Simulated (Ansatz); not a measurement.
Zinc-blende BeSe, treated with G0W0@PBE in Ansatz (plane waves, hard PAW, contour deformation).

The cell has the measured lattice parameters. Conventional cell: a = 5.1390 Å, b = 5.1390 Å, c = 5.1390 Å, α = 90.00°, β = 90.00°, γ = 90.00°.

The quasiparticle gap at Γ at a fixed k mesh 4×4×4:

```json
[
 {"response cutoff": "150 eV, 260 empty bands", "value (eV)": "5.773"},
 {"response cutoff": "200 eV, 400 empty bands", "value (eV)": "5.787"},
 {"response cutoff": "250 eV, 559 empty bands", "value (eV)": "5.794"},
 {"response cutoff": "300 eV, 735 empty bands", "value (eV)": "5.798"}
]
```

Task: Taking the value to converge with the response cutoff E as E^(−3/2), extrapolate from the last two rows.

Result: With y = y∞ + c/w and weights w = 3953 and 5196 for the last two rows, y∞ = (w2 y2 − w1 y1)/(w2 − w1) = (5196 × 5.798 − 3953 × 5.794)/1243 = 5.811 eV, which lies 0.013 beyond the last row. Successive pairs of rows give 5.813, 5.812, 5.811. The limit also hangs on the law assumed, so its last digits aren't firm.

The other settings are not extrapolated, so this is the limit in one setting alone.

The smallest gap on this mesh is 3.87 eV, away from Γ.

Spin–orbit coupling is not included.

Ansatz is a program for electronic structure.
